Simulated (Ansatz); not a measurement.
# AlSiHS+ (quartet): the correlation ladder, cc-pVDZ

Aim: climb from Hartree-Fock through coupled cluster for AlSiHS+ (quartet) at one geometry and basis, and see what each rung misses.

The runs use Ansatz 0.2.0, Gaussian basis; cc-pVDZ, core rule «outside noble gas», up to 15 orbitals frozen.

Plan: UHF; CCSD(T) on ROHF; CCSD(T) on UHF; BCCD(T) on ROHF; CISD; CCSDT(Q) on ROHF; CCSDT(Q) on UHF.

19 further runs of the same task are left out: 6 that didn't finish, 13 set aside as unsound or not needed.

**1. The system**

The geometry is a PBE0/def2-TZVP stationary point (not a proven minimum) of the parent state, kept for this charge and spin.

4 atoms, charge 1, spin multiplicity 4.

Atoms are counted from 1 here; the program's logs count them from 0.

Bond lengths: S1–Al2 2.199 Å, S1–H4 1.347 Å, Al2–Si3 2.346 Å. Angles: Al2–S1–H4 91.0°, S1–Al2–Si3 178.7°.

**2. UHF**

in.yaml

```yaml
crystal:
  periodic: [false, false, false]
  atoms:
    - {symbol: S, position_ang: [-0.000005, -0.373242, 1.669500]}
    - {symbol: Al, position_ang: [0.000013, -0.307465, -0.528629]}
    - {symbol: Si, position_ang: [-0.000005, -0.291203, -2.875005]}
    - {symbol: H, position_ang: [-0.000003, 0.971910, 1.734134]}
basis:
  gaussian: {orbitals: cc-pVDZ}
total_charge: 1
magnetization: {spin_polarized: true, initial_magnetization: 3}
hamiltonian: {xc: hf}
output: {orbitals: {seedname: orbitals}}
```

The run is started by

```
$ ansatz run in.yaml --threads 1 --pin off --events-out ev --progress --plain --max-ram 2393MiB
```

After this run come: CCSD(T) on ROHF; CCSD(T) on UHF; BCCD(T) on ROHF; CISD; CCSDT(Q) on ROHF; CCSDT(Q) on UHF.

**Question.** What will the summary of the whole plan be? Wanted: UCCSDT(Q) below the RHF energy; RMP2 from UCCSDT(Q); UMP2 from UCCSDT(Q); RCCSD from UCCSDT(Q); RCCSD(T) from UCCSDT(Q); UCCSD(T) from UCCSDT(Q); RCCSDT(Q) from UCCSDT(Q); T1 diagnostic.

As calculated:

| quantity | value |
| --- | --- |
| UCCSDT(Q) below the RHF energy | -7.3076 eV |
| RMP2 from UCCSDT(Q) | +31.08 kcal/mol |
| UMP2 from UCCSDT(Q) | +31.23 kcal/mol |
| RCCSD from UCCSDT(Q) | +7.97 kcal/mol |
| RCCSD(T) from UCCSDT(Q) | +1.69 kcal/mol |
| UCCSD(T) from UCCSDT(Q) | +1.69 kcal/mol |
| RCCSDT(Q) from UCCSDT(Q) | +0.05 kcal/mol |
| levels within 1 kcal/mol (43 meV) | RCCSDT, UCCSDT, RCCSDT(Q) |
| T1 diagnostic | 0.035 |

In words: RCCSD(T) misses by +1.69 kcal/mol, 1.0 % of the correlation energy. These misses are within one basis, not against nature; the frozen cores of restricted and unrestricted runs differ, which can shift their rows.
